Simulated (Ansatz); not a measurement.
Geometry optimisation, Ansatz, RKS LDA/6-31G*.

Input:

```yaml
crystal:
  periodic: [false, false, false]
  atoms:
    - { symbol: Al, position_ang: [0.012871, 0.174414, 0.237422] }
    - { symbol: C, position_ang: [0.052771, 0.157536, 2.195441] }
    - { symbol: H, position_ang: [-0.895867, -0.226135, 2.615382] }
    - { symbol: H, position_ang: [0.884721, -0.442743, 2.604867] }
    - { symbol: H, position_ang: [0.182893, 1.189403, 2.578151] }
    - { symbol: F, position_ang: [1.450488, 0.172345, -0.589192] }
    - { symbol: H, position_ang: [-1.295206, 0.217168, -0.679142] }
    - { symbol: H, position_ang: [-0.414524, -2.493091, 0.786463] }
    - { symbol: H, position_ang: [-0.293846, -1.892598, 1.171308] }
basis:
  gaussian: { orbitals: "6-31G*" }
hamiltonian:
  xc: lda
relax:
  f_tol: 0.03
  max_steps: 50
```

Launched with:

```bash
$ ansatz run input.yaml --threads 1 --pin off --max-ram 2048MiB --backend cpu --events-out ev --progress --plain --runs-dir out
```

Where does it end, and by what steps?

The forces met the threshold. After 13 steps the energy has fallen by 0.122 eV; H8 moved furthest, 0.58 Å.

```csv
step,energy less start (eV),largest force component (eV/Å),accepted
0,0.0000,1.529,yes
1,-0.0752,0.198,yes
2,-0.0761,0.738,yes
3,-0.1009,0.289,yes
4,-0.1110,0.120,yes
5,-0.1124,0.388,yes
6,-0.1168,0.135,yes
7,0.0491,1.749,no
8,-0.1179,0.123,yes
9,-0.1043,0.329,no
10,-0.1214,0.178,yes
11,-0.1220,0.080,yes
12,-0.1221,0.032,yes
13,-0.1224,0.004,yes
```

```xyz
9
Properties=species:S:1:pos:R:3
Al 0.006 -0.005 0.354
C 0.061 0.254 2.274
H -0.869 -0.103 2.755
H 0.917 -0.256 2.750
H 0.156 1.331 2.514
F 1.436 -0.065 -0.487
H -1.313 0.024 -0.553
H -0.521 -2.190 0.308
H -0.188 -2.134 1.007
```

Whether the end is a true minimum wasn't checked by a vibrational analysis.

Time of the run: 9.7 s on 1 thread of Intel(R) Xeon(R) 6975P-C (Granite Rapids), with other jobs on the host, peak memory 0.15 GiB.
